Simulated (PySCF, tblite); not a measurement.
**nitryl fluoride: calculation against experiment**

**Experimental background.**

From NIST CCCBDB Release 22 (SRD 101), experimental dipoles, for the gas: dipole moment 0.466 D.

CRC Handbook of Chemistry and Physics lists, for the gas at 298.15 K: standard entropy 260.4 J/(mol K).

The runs below try to reproduce these values; the comparison stands at the end.

Species: nitryl fluoride, FNO2.
Atom-mapped SMILES: `[O:1]=[N+:2]([O-:3])[F:4]`

Structure used (GFN2-xTB), in Å, numbered top down from 1:
```xyz
4
FNO2 angstrom
O     -0.3663    1.1045    0.6962
N      0.1146    0.0976    0.4374
O      1.0535   -0.5150    0.6723
F     -0.7915   -0.6823   -0.5392
```

The PySCF runs (gas phase, on this GFN2-xTB geometry; no spin–orbit coupling):

| level | job | basis functions | wall time |
| --- | --- | --- | --- |
| PBE0/pcSseg-1 | shieldings, charges and field gradients, density and orbital grids written | 68 | 3.9 s |
| B3LYP/pcJ-1 | spin–spin couplings from 4 perturbed nuclei | 108 | 4.3 s |

Hardware: Arm Neoverse V1, one thread, on a shared host.

GFN2-xTB wavenumbers (cm⁻¹, harmonic, unscaled, at the method's own geometry): 518, 536, 710, 752, 1406, 2123. Point group C2v, symmetry number 2. Entropy at 298.15 K and 1 bar in J/(mol K): translation 160.9, rotation 92.0, vibration 7.3.

**Comparison with experiment**

**Dipole moment.** Measured: 0.466 D (NIST CCCBDB Release 22 (SRD 101), experimental dipoles).

```json
{"level": "PBE0/pcSseg-1", "computed (D)": "1.240", "computed − measured (D)": "+0.774", "% (from the printed values)": "+166"}
{"level": "B3LYP/pcJ-1", "computed (D)": "1.229", "computed − measured (D)": "+0.763", "% (from the printed values)": "+164"}
```

Closest is B3LYP/pcJ-1 (+0.763 D), furthest PBE0/pcSseg-1 (+0.774 D); one molecule doesn't rank methods. The computed dipoles belong to one fixed geometry; measured ones are averaged over vibrations unless marked μe. Magnitudes are compared, not signs.

**Standard entropy at 298.15 K.** Measured: 260.4 J/(mol K) (298.15 K; CRC Handbook of Chemistry and Physics).

```json
{"level": "GFN2-xTB, rigid rotor and harmonic oscillator", "computed (J/(mol K))": "260.3", "computed − measured (J/(mol K))": "-0.1", "% (from the printed values)": "0"}
```

Ideal gas at 1 bar, most abundant isotopes; table values of this kind come from calorimetry or from spectroscopic constants.

No measured geometry was used, and the causes of the misses weren't examined.
